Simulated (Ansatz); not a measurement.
## HClO, singlet: CASSCF and its corrections

Computed with Ansatz's Gaussian-basis code (development build). Basis aug-cc-pVDZ on O/H, aug-cc-pV(D+d)Z on Cl, nonrelativistic, 6 orbitals frozen in the corrections. State-specific CASSCF; RHF is the lowest restricted (open-shell) Hartree–Fock solution met. Single-reference values can break down or jump between states where bonds are stretched. No symmetry is imposed, so a solution can break that of the shape. The lowest solution met needn't be the lowest there is, nor hold the orbitals that a chemist would pick.

Geometry. A bond is stretched, to 1.33 times the sum of the covalent radii.

```csv
atom,x (Å),y (Å),z (Å)
O,0.0000,0.1156,-1.4459
H,0.0000,-0.8256,-1.7129
Cl,0.0000,-0.0058,0.7812
```

(1) What do CASSCF and its corrections give against RHF in CAS(2,2), and what are the occupations?

(2) How do single-reference totals in the same basis and frozen core stand against SC-NEVPT2 in CAS(2,2)?

(3) Roughly how much CPU time does a whole run from the default start take (median of such runs, summed over threads; nearly all runs on one pinned thread of a shared server, mostly Xeon at 2.3 to 2.6 GHz, by a development driver)?

## Answers

(1) CASSCF -2.242 eV, SC-NEVPT2 -10.738 eV; occupations 1.68, 0.32.

(2) CCSD(T) -0.989 eV, CCSDT -1.000 eV. Coupled cluster stands on the determinant that it favours, which can lie over the RHF solution above, and is in doubt where the occupations are far from 0, 1 and 2.

(3) CAS(2,2): about 2.5 s. Other jobs ran beside these, and the count of passes differs.
